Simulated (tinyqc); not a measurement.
Inside a calculation (part 1 of 2). Method: RHF in the sto-3g basis, for LiH, spin multiplicity 1. Computed by tinyqc, a small Python program that keeps every step (integrals from PySCF). Settings: charge = 0, multiplicity = 1, basis = sto-3g, energy threshold = 1e-09, iteration cap = 53, orthogonalisation = symmetric, start = atomic densities, DIIS depth = 6, DIIS from iteration = 2, method = RHF. Command: `OMP_NUM_THREADS=1 python tinyqc.py 28829 28830 out.jsonl` (the two numbers bound the seeds that draw the settings). One thread of a shared host (Intel(R) Xeon(R) Processor @ 2.60GHz), about 0.09 s of CPU time with the checks. Later iterations appear only in the table of the cycle.

## One-electron integrals

Geometry (angstrom):
```
atom         x         y         z
Li    0.000000  0.000000  0.000000
H     0.000000  0.000000  1.412000
```

Basis sto-3g: exponents (1/bohr^2) and contraction coefficients of normalised primitives:
```
element  l (shell)   exponent  coefficient
Li           s (1)  16.119575     0.154329
Li           s (1)   2.936201     0.535328
Li           s (1)   0.794651     0.444635
Li           s (2)   0.636290    -0.099967
Li           s (2)   0.147860     0.399513
Li           s (2)   0.048089     0.700115
Li           p (3)   0.636290     0.155916
Li           p (3)   0.147860     0.607684
Li           p (3)   0.048089     0.391957
H            s (1)   3.425251     0.154329
H            s (1)   0.623914     0.535328
H            s (1)   0.168855     0.444635
```

Overlap, kinetic and nuclear-attraction integrals over the contracted functions; the nuclear repulsion is the sum of Za Zb / Rab.

nuclear repulsion = 1.12431419 hartree

overlap S:
```
           1Li 1s    1Li 2s   1Li 2px   1Li 2py   1Li 2pz     2H 1s
1Li 1s   1.000000  0.241137  0.000000  0.000000  0.000000  0.099033
1Li 2s   0.241137  1.000000  0.000000  0.000000  0.000000  0.442125
1Li 2px  0.000000  0.000000  1.000000  0.000000  0.000000  0.000000
1Li 2py  0.000000  0.000000  0.000000  1.000000  0.000000  0.000000
1Li 2pz  0.000000  0.000000  0.000000  0.000000  1.000000  0.542432
2H 1s    0.099033  0.442125  0.000000  0.000000  0.542432  1.000000
```

kinetic energy T (hartree):
```
            1Li 1s     1Li 2s   1Li 2px   1Li 2py   1Li 2pz      2H 1s
1Li 1s    3.576786  -0.020237  0.000000  0.000000  0.000000  -0.017408
1Li 2s   -0.020237   0.102163  0.000000  0.000000  0.000000   0.055244
1Li 2px   0.000000   0.000000  0.319682  0.000000  0.000000   0.000000
1Li 2py   0.000000   0.000000  0.000000  0.319682  0.000000   0.000000
1Li 2pz   0.000000   0.000000  0.000000  0.000000  0.319682   0.159101
2H 1s    -0.017408   0.055244  0.000000  0.000000  0.159101   0.760032
```

nuclear attraction V (hartree):
```
            1Li 1s     1Li 2s    1Li 2px    1Li 2py    1Li 2pz      2H 1s
1Li 1s   -8.357653  -1.054685   0.000000   0.000000  -0.020628  -0.437447
1Li 2s   -1.054685  -1.519032   0.000000   0.000000  -0.131710  -0.871696
1Li 2px   0.000000   0.000000  -1.473746   0.000000   0.000000   0.000000
1Li 2py   0.000000   0.000000   0.000000  -1.473746   0.000000   0.000000
1Li 2pz  -0.020628  -0.131710   0.000000   0.000000  -1.579321  -1.087466
2H 1s    -0.437447  -0.871696   0.000000   0.000000  -1.087466  -2.344317
```

core Hamiltonian H = T + V (hartree):
```
            1Li 1s     1Li 2s    1Li 2px    1Li 2py    1Li 2pz      2H 1s
1Li 1s   -4.780866  -1.074922   0.000000   0.000000  -0.020628  -0.454855
1Li 2s   -1.074922  -1.416868   0.000000   0.000000  -0.131710  -0.816452
1Li 2px   0.000000   0.000000  -1.154065   0.000000   0.000000   0.000000
1Li 2py   0.000000   0.000000   0.000000  -1.154065   0.000000   0.000000
1Li 2pz  -0.020628  -0.131710   0.000000   0.000000  -1.259639  -0.928365
2H 1s    -0.454855  -0.816452   0.000000   0.000000  -0.928365  -1.584285
```

## Two-electron integrals

Functions are numbered as in S; the eight-fold symmetry (ij|kl) = (ji|kl) = (kl|ij) leaves the list below.

Two-electron integrals (ij|kl) in chemists' order, unique and non-zero (hartree):
```
(11|11) 1.680395   (21|11) 0.265420   (21|21) 0.049941   (22|11) 0.397727
(22|21) 0.092860   (22|22) 0.290562   (31|31) 0.008981   (32|31) 0.013788
(32|32) 0.064184   (33|11) 0.396640   (33|21) 0.092880   (33|22) 0.290497
(33|33) 0.312946   (41|41) 0.008981   (42|41) 0.013788   (42|42) 0.064184
(43|43) 0.016869   (44|11) 0.396640   (44|21) 0.092880   (44|22) 0.290497
(44|33) 0.279207   (44|44) 0.312946   (51|51) 0.008981   (52|51) 0.013788
(52|52) 0.064184   (53|53) 0.016869   (54|54) 0.016869   (55|11) 0.396640
(55|21) 0.092880   (55|22) 0.290497   (55|33) 0.279207   (55|44) 0.279207
(55|55) 0.312946   (61|11) 0.107047   (61|21) 0.020201   (61|22) 0.037996
(61|33) 0.037549   (61|44) 0.037549   (61|51) 0.002391   (61|52) 0.004510
(61|55) 0.038909   (61|61) 0.008930   (62|11) 0.182343   (62|21) 0.042746
(62|22) 0.134043   (62|33) 0.128055   (62|44) 0.128055   (62|51) 0.007017
(62|52) 0.037026   (62|55) 0.145882   (62|61) 0.020379   (62|62) 0.093271
(63|31) 0.004067   (63|32) 0.017103   (63|53) 0.006226   (63|63) 0.008097
(64|41) 0.004067   (64|42) 0.017103   (64|54) 0.006226   (64|64) 0.008097
(65|11) 0.207555   (65|21) 0.049308   (65|22) 0.160972   (65|33) 0.150602
(65|44) 0.150602   (65|51) 0.011024   (65|52) 0.056627   (65|55) 0.181506
(65|61) 0.024823   (65|62) 0.124365   (65|65) 0.169749   (66|11) 0.371702
(66|21) 0.088818   (66|22) 0.298759   (66|33) 0.273987   (66|44) 0.273987
(66|51) 0.018641   (66|52) 0.110504   (66|55) 0.347725   (66|61) 0.045078
(66|62) 0.251689   (66|65) 0.351148   (66|66) 0.774606
```

## Orthogonalisation

S = U s U^T; symmetric (Loewdin) form X = U s^(-1/2) U^T, so that X^T S X = 1.

eigenvalues of S: 0.297953  0.796344  1.000000  1.000000  1.160596  1.745107

X:
```
            1Li 1s     1Li 2s   1Li 2px   1Li 2py    1Li 2pz      2H 1s
1Li 1s    1.023003  -0.123343  0.000000  0.000000   0.002265  -0.010524
1Li 2s   -0.123343   1.140592  0.000000  0.000000   0.144775  -0.333305
1Li 2px   0.000000   0.000000  1.000000  0.000000   0.000000   0.000000
1Li 2py   0.000000   0.000000  0.000000  1.000000   0.000000   0.000000
1Li 2pz   0.002265   0.144775  0.000000  0.000000   1.177908  -0.410159
2H 1s    -0.010524  -0.333305  0.000000  0.000000  -0.410159   1.296325
```

## Starting guess

The start is atomic minimal-basis densities projected into this basis (PySCF's MINAO start) and scaled to the electron count of each spin; this density is not idempotent, so its energy is not variational and may lie below the converged one.

D at the start:
```
            1Li 1s     1Li 2s   1Li 2px   1Li 2py    1Li 2pz     2H 1s
1Li 1s    2.074582  -0.236090  0.000000  0.000000  -0.009059  0.015857
1Li 2s   -0.236090   1.075556  0.000000  0.000000   0.031433  0.061342
1Li 2px   0.000000   0.000000  0.000000  0.000000   0.000000  0.000000
1Li 2py   0.000000   0.000000  0.000000  0.000000   0.000000  0.000000
1Li 2pz  -0.009059   0.031433  0.000000  0.000000   0.006051  0.066773
2H 1s     0.015857   0.061342  0.000000  0.000000   0.066773  0.827848
```

## Iteration 1: building the Fock matrix

J_ij = sum D_kl (ij|kl), K_ij = sum D_kl (ik|jl); F = H + J - 0.5 K; E = tr D H + tr D J / 2 - 0.25 tr D K + E_nn.

Coulomb J (hartree):
```
           1Li 1s    1Li 2s   1Li 2px   1Li 2py   1Li 2pz     2H 1s
1Li 1s   4.152166  0.713491  0.000000  0.000000  0.018545  0.297297
1Li 2s   0.713491  1.382019  0.000000  0.000000  0.107514  0.742414
1Li 2px  0.000000  0.000000  1.356974  0.000000  0.000000  0.000000
1Li 2py  0.000000  0.000000  0.000000  1.356974  0.000000  0.000000
1Li 2pz  0.018545  0.107514  0.000000  0.000000  1.424579  0.914313
2H 1s    0.297297  0.742414  0.000000  0.000000  0.914313  1.779693
```

exchange K (hartree):
```
           1Li 1s    1Li 2s   1Li 2px   1Li 2py   1Li 2pz     2H 1s
1Li 1s   3.428146  0.570712  0.000000  0.000000  0.030193  0.273123
1Li 2s   0.570712  0.472625  0.000000  0.000000  0.139699  0.422919
1Li 2px  0.000000  0.000000  0.091020  0.000000  0.000000  0.000000
1Li 2py  0.000000  0.000000  0.000000  0.091020  0.000000  0.000000
1Li 2pz  0.030193  0.139699  0.000000  0.000000  0.255112  0.389421
2H 1s    0.273123  0.422919  0.000000  0.000000  0.389421  0.838076
```

Fock matrix F (hartree):
```
            1Li 1s     1Li 2s   1Li 2px   1Li 2py    1Li 2pz      2H 1s
1Li 1s   -2.342773  -0.646786  0.000000  0.000000  -0.017180  -0.294120
1Li 2s   -0.646786  -0.271162  0.000000  0.000000  -0.094046  -0.285497
1Li 2px   0.000000   0.000000  0.157400  0.000000   0.000000   0.000000
1Li 2py   0.000000   0.000000  0.000000  0.157400   0.000000   0.000000
1Li 2pz  -0.017180  -0.094046  0.000000  0.000000   0.037384  -0.208763
2H 1s    -0.294120  -0.285497  0.000000  0.000000  -0.208763  -0.223631
```

total energy of this density = -7.68047502 hartree

This density is the starting one; it is not idempotent, so its energy is not variational and may lie below the converged one.

## Iteration 1: diagonalisation and new density

Diagonalise F' = X^T F X, C = X C', fill 2 alpha and 2 beta electrons from the bottom; D = 2 C_occ C_occ^T. Each column has its largest component positive (the first on a tie).

F' = X^T F X (hartree):
```
           1          2         3         4          5          6
1  -2.287145  -0.340575  0.000000  0.000000   0.008059  -0.107634
2  -0.340575  -0.047895  0.000000  0.000000   0.042765  -0.252253
3   0.000000   0.000000  0.157400  0.000000   0.000000   0.000000
4   0.000000   0.000000  0.000000  0.157400   0.000000   0.000000
5   0.008059   0.042765  0.000000  0.000000   0.212132  -0.290441
6  -0.107634  -0.252253  0.000000  0.000000  -0.290441   0.046438
```

orbital energies (hartree): MO1 -2.346500, MO2 -0.276213, MO3 0.045254, MO4 0.157400, MO5 0.157400, MO6 0.500990

coefficients C:
```
              MO1        MO2        MO3       MO4        MO5        MO6
1Li 1s   0.989608  -0.206317  -0.192810  0.000000   0.000000   0.052879
1Li 2s   0.032567   0.447470   0.855781  0.000000   0.000000  -0.717331
1Li 2px  0.000000   0.000000   0.000000  0.923249  -0.384203   0.000000
1Li 2py  0.000000   0.000000   0.000000  0.384203   0.923249   0.000000
1Li 2pz  0.000926   0.237493  -0.512551  0.000000   0.000000  -1.121406
2H 1s    0.016781   0.609795  -0.313476  0.000000   0.000000   1.220448
```

D after iteration 1:
```
            1Li 1s     1Li 2s   1Li 2px   1Li 2py    1Li 2pz      2H 1s
1Li 1s    2.043783  -0.120185  0.000000  0.000000  -0.096164  -0.218409
1Li 2s   -0.120185   0.402581  0.000000  0.000000   0.212603   0.546823
1Li 2px   0.000000   0.000000  0.000000  0.000000   0.000000   0.000000
1Li 2py   0.000000   0.000000  0.000000  0.000000   0.000000   0.000000
1Li 2pz  -0.096164   0.212603  0.000000  0.000000   0.112808   0.289675
2H 1s    -0.218409   0.546823  0.000000  0.000000   0.289675   0.744263
```

Within a degenerate level the vectors are fixed only up to a rotation; this is one choice.

## Iteration 2: building the Fock matrix

As before.

Coulomb J (hartree):
```
           1Li 1s    1Li 2s   1Li 2px   1Li 2py   1Li 2pz     2H 1s
1Li 1s   4.124977  0.710914  0.000000  0.000000  0.031025  0.301386
1Li 2s   0.710914  1.385904  0.000000  0.000000  0.178214  0.799687
1Li 2px  0.000000  0.000000  1.351580  0.000000  0.000000  0.000000
1Li 2py  0.000000  0.000000  0.000000  1.351580  0.000000  0.000000
1Li 2pz  0.031025  0.178214  0.000000  0.000000  1.447073  1.004442
2H 1s    0.301386  0.799687  0.000000  0.000000  1.004442  1.976749
```

exchange K (hartree):
```
           1Li 1s    1Li 2s   1Li 2px   1Li 2py   1Li 2pz     2H 1s
1Li 1s   3.375048  0.546018  0.000000  0.000000  0.000186  0.227393
1Li 2s   0.546018  0.422756  0.000000  0.000000  0.312339  0.574734
1Li 2px  0.000000  0.000000  0.069345  0.000000  0.000000  0.000000
1Li 2py  0.000000  0.000000  0.000000  0.069345  0.000000  0.000000
1Li 2pz  0.000186  0.312339  0.000000  0.000000  0.364791  0.607320
2H 1s    0.227393  0.574734  0.000000  0.000000  0.607320  1.153675
```

Fock matrix F (hartree):
```
            1Li 1s     1Li 2s   1Li 2px   1Li 2py    1Li 2pz      2H 1s
1Li 1s   -2.343414  -0.637017  0.000000  0.000000   0.010304  -0.267166
1Li 2s   -0.637017  -0.242342  0.000000  0.000000  -0.109666  -0.304132
1Li 2px   0.000000   0.000000  0.162843  0.000000   0.000000   0.000000
1Li 2py   0.000000   0.000000  0.000000  0.162843   0.000000   0.000000
1Li 2pz   0.010304  -0.109666  0.000000  0.000000   0.005038  -0.227582
2H 1s    -0.267166  -0.304132  0.000000  0.000000  -0.227582  -0.184373
```

total energy of this density = -7.85333809 hartree

## Iteration 2: diagonalisation and new density

As before.

F' = X^T F X (hartree):
```
           1          2         3         4          5          6
1  -2.290330  -0.338227  0.000000  0.000000   0.032479  -0.084052
2  -0.338227   0.002584  0.000000  0.000000   0.041396  -0.308501
3   0.000000   0.000000  0.162843  0.000000   0.000000   0.000000
4   0.000000   0.000000  0.000000  0.162843   0.000000   0.000000
5   0.032479   0.041396  0.000000  0.000000   0.189635  -0.328158
6  -0.084052  -0.308501  0.000000  0.000000  -0.328158   0.141584
```

orbital energies (hartree): MO1 -2.345971, MO2 -0.290254, MO3 0.078137, MO4 0.162843, MO5 0.162843, MO6 0.601561

coefficients C:
```
               MO1        MO2        MO3       MO4        MO5        MO6
1Li 1s    0.991275  -0.191014  -0.196747  0.000000   0.000000   0.063575
1Li 2s    0.030039   0.466214   0.781246  0.000000   0.000000  -0.787155
1Li 2px   0.000000   0.000000   0.000000  0.482978   0.875632   0.000000
1Li 2py   0.000000   0.000000   0.000000  0.875632  -0.482978   0.000000
1Li 2pz  -0.007026   0.310342  -0.629621  0.000000   0.000000  -1.041095
2H 1s     0.009185   0.549554  -0.154384  0.000000   0.000000   1.278266
```

D after iteration 2:
```
            1Li 1s     1Li 2s   1Li 2px   1Li 2py    1Li 2pz      2H 1s
1Li 1s    2.038225  -0.118553  0.000000  0.000000  -0.132488  -0.191736
1Li 2s   -0.118553   0.436515  0.000000  0.000000   0.288949   0.512971
1Li 2px   0.000000   0.000000  0.000000  0.000000   0.000000   0.000000
1Li 2py   0.000000   0.000000  0.000000  0.000000   0.000000   0.000000
1Li 2pz  -0.132488   0.288949  0.000000  0.000000   0.192723   0.340970
2H 1s    -0.191736   0.512971  0.000000  0.000000   0.340970   0.604188
```

Within a degenerate level the vectors are fixed only up to a rotation; this is one choice.

## Iteration 3: building the Fock matrix

As before.

Coulomb J (hartree):
```
           1Li 1s    1Li 2s   1Li 2px   1Li 2py   1Li 2pz     2H 1s
1Li 1s   4.124289  0.710976  0.000000  0.000000  0.030651  0.301100
1Li 2s   0.710976  1.384689  0.000000  0.000000  0.175077  0.792439
1Li 2px  0.000000  0.000000  1.352254  0.000000  0.000000  0.000000
1Li 2py  0.000000  0.000000  0.000000  1.352254  0.000000  0.000000
1Li 2pz  0.030651  0.175077  0.000000  0.000000  1.442150  0.992394
2H 1s    0.301100  0.792439  0.000000  0.000000  0.992394  1.941304
```

exchange K (hartree):
```
            1Li 1s    1Li 2s   1Li 2px   1Li 2py    1Li 2pz     2H 1s
1Li 1s    3.372324  0.549933  0.000000  0.000000  -0.003542  0.228506
1Li 2s    0.549933  0.421710  0.000000  0.000000   0.323310  0.563423
1Li 2px   0.000000  0.000000  0.071430  0.000000   0.000000  0.000000
1Li 2py   0.000000  0.000000  0.000000  0.071430   0.000000  0.000000
1Li 2pz  -0.003542  0.323310  0.000000  0.000000   0.383570  0.607299
2H 1s     0.228506  0.563423  0.000000  0.000000   0.607299  1.100494
```

Fock matrix F (hartree):
```
            1Li 1s     1Li 2s   1Li 2px   1Li 2py    1Li 2pz      2H 1s
1Li 1s   -2.342740  -0.638912  0.000000  0.000000   0.011793  -0.268008
1Li 2s   -0.638912  -0.243034  0.000000  0.000000  -0.118288  -0.305724
1Li 2px   0.000000   0.000000  0.162474  0.000000   0.000000   0.000000
1Li 2py   0.000000   0.000000  0.000000  0.162474   0.000000   0.000000
1Li 2pz   0.011793  -0.118288  0.000000  0.000000  -0.009274  -0.239620
2H 1s    -0.268008  -0.305724  0.000000  0.000000  -0.239620  -0.193228
```

total energy of this density = -7.86015652 hartree

## Iteration 3: DIIS over 2 matrices

error matrix X^T (FDS - SDF) X:
```
           1          2         3         4          5          6
1   0.000000   0.002359  0.000000  0.000000  -0.006889   0.000333
2  -0.002359   0.000000  0.000000  0.000000   0.013087   0.000679
3   0.000000   0.000000  0.000000  0.000000   0.000000   0.000000
4   0.000000   0.000000  0.000000  0.000000   0.000000   0.000000
5   0.006889  -0.013087  0.000000  0.000000   0.000000  -0.016822
6  -0.000333  -0.000679  0.000000  0.000000   0.016822   0.000000
```

B (overlaps of the stored error matrices):
```
               1              2
1  1.9407053e-02  3.5605554e-03
2  3.5605554e-03  1.0156399e-03
```

Minimise |sum c_i e_i|^2 with sum c_i = 1: solve [B -1; -1 0][c; lambda] = [0; -1] with B_ij = tr e_i^T e_j, and take F = sum c_i F_i.

DIIS coefficients: -0.191324  1.191324

extrapolated F (hartree):
```
            1Li 1s     1Li 2s   1Li 2px   1Li 2py    1Li 2pz      2H 1s
1Li 1s   -2.342611  -0.639274  0.000000  0.000000   0.012078  -0.268170
1Li 2s   -0.639274  -0.243167  0.000000  0.000000  -0.119938  -0.306029
1Li 2px   0.000000   0.000000  0.162404  0.000000   0.000000   0.000000
1Li 2py   0.000000   0.000000  0.000000  0.162404   0.000000   0.000000
1Li 2pz   0.012078  -0.119938  0.000000  0.000000  -0.012013  -0.241923
2H 1s    -0.268170  -0.306029  0.000000  0.000000  -0.241923  -0.194922
```

## Iteration 3: diagonalisation and new density

As before.

F' = X^T F X (hartree):
```
           1          2         3         4          5          6
1  -2.288902  -0.340186  0.000000  0.000000   0.036217  -0.085563
2  -0.340186  -0.000083  0.000000  0.000000   0.030081  -0.304804
3   0.000000   0.000000  0.162404  0.000000   0.000000   0.000000
4   0.000000   0.000000  0.000000  0.162404   0.000000   0.000000
5   0.036217   0.030081  0.000000  0.000000   0.174774  -0.334580
6  -0.085563  -0.304804  0.000000  0.000000  -0.334580   0.135004
```

orbital energies (hartree): MO1 -2.345360, MO2 -0.304011, MO3 0.079766, MO4 0.162404, MO5 0.162404, MO6 0.590399

coefficients C:
```
               MO1        MO2        MO3       MO4        MO5        MO6
1Li 1s    0.990966  -0.186902  -0.203068  0.000000   0.000000   0.060673
1Li 2s    0.030889   0.452560   0.796490  0.000000   0.000000  -0.779779
1Li 2px   0.000000   0.000000   0.000000  0.371634   0.928379   0.000000
1Li 2py   0.000000   0.000000   0.000000  0.928379  -0.371634   0.000000
1Li 2pz  -0.007878   0.336488  -0.616914  0.000000   0.000000  -1.040574
2H 1s     0.009820   0.541656  -0.145034  0.000000   0.000000   1.282719
```

D after iteration 3:
```
            1Li 1s     1Li 2s   1Li 2px   1Li 2py    1Li 2pz      2H 1s
1Li 1s    2.033891  -0.107949  0.000000  0.000000  -0.141393  -0.183011
1Li 2s   -0.107949   0.411529  0.000000  0.000000   0.304075   0.490870
1Li 2px   0.000000   0.000000  0.000000  0.000000   0.000000   0.000000
1Li 2py   0.000000   0.000000  0.000000  0.000000   0.000000   0.000000
1Li 2pz  -0.141393   0.304075  0.000000  0.000000   0.226572   0.364367
2H 1s    -0.183011   0.490870  0.000000  0.000000   0.364367   0.586976
```

Within a degenerate level the vectors are fixed only up to a rotation; this is one choice.
